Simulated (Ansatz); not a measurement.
# Interaction energy ladder

The pair of OH⁻ (SMILES [OH-], atoms 1–2) and CH5N (SMILES CN, atoms 3–9), both closed shells, in one local arrangement (a lower one may exist), relaxed at PBE0-D4/def2-TZVPD:

O1  (0.007, 0.175, -2.254)
H2  (-0.580, -0.379, -2.776)
C3  (0.419, -0.240, 1.071)
N4  (-0.722, 0.239, 0.327)
H5  (1.369, 0.291, 0.872)
H6  (0.598, -1.290, 0.812)
H7  (0.249, -0.205, 2.158)
H8  (-0.494, 0.180, -0.728)
H9  (-0.846, 1.229, 0.517)
(Å)

Program: Ansatz 0.2.0. Basis: def2-TZVPPD, with def2-QZVPPD for the basis limit. Cores are frozen in the correlated methods. B3LYP uses VWN-RPA correlation. Extrapolation: Hartree–Fock as exp(−7.88 √X), correlation as X^−2.97. Interaction energies count from these two fragments, frozen as in the pair, with the counterpoise correction; negative means bound.

Task: What is the interaction energy by CCSD(T) at an estimated basis limit (MP2 extrapolated from triple and quadruple zeta, plus CCSD(T) − MP2 in triple zeta)? (An estimate is asked for; the value comes from the calculation.)

Result: By the calculation: -19.24 kcal/mol. Hartree–Fock alone gives -15.82 kcal/mol at the basis limit. It counts from the two fragments frozen as in the pair.

The same quantity by other methods in triple zeta, and each one's difference from that estimate:
```csv
method,E_int (kcal/mol),difference
PBE-D4,-20.63,-1.39
revPBE-D4,-19.97,-0.74
BLYP-D4,-19.21,0.02
r2SCAN-D4,-20.88,-1.64
B97M-V,-19.00,0.23
PBE0-D4,-20.95,-1.71
B3LYP-D4,-19.91,-0.67
HSE06-D4,-20.96,-1.72
wB97X-V,-19.31,-0.07
wB97M-V,-19.41,-0.18
B2PLYP,-18.12,1.11
HF,-15.73,3.51
MP2,-18.06,1.18
CCSD,-17.77,1.47
CCSD(T),-18.22,1.02
```
Differences are method less estimate.

Task: Which atoms make the shortest contact between the fragments?

Result: O1 and H8, 1.61 Å apart.

Energy to bend the free fragments (PBE0-D4 minima) into their shapes in the pair, CCSD(T)/def2-TZVPPD: OH⁻ 0.01 kcal/mol; CH5N 2.39 kcal/mol. This must be added to the interaction energy to get the binding energy from relaxed fragments.

Basis-set superposition shift (counterpoise-corrected less uncorrected): CCSD(T) 1.09; MP2 1.10; HF 0.04; PBE0-D4 0.15; wB97M-V 0.12 kcal/mol.

No T1 diagnostic of these runs exceeds 0.026.

For scale, one of the runs: CCSD(T)/def2-TZVPPD, 216 basis functions, launched by `ansatz run in.yaml --threads 4 --pin off --events-out ev --progress --plain --max-ram 9574MiB`. The run took 82 s on 4 CPU threads of an Arm Neoverse N1 (shared host), with 3.4 GiB of host memory at its peak.
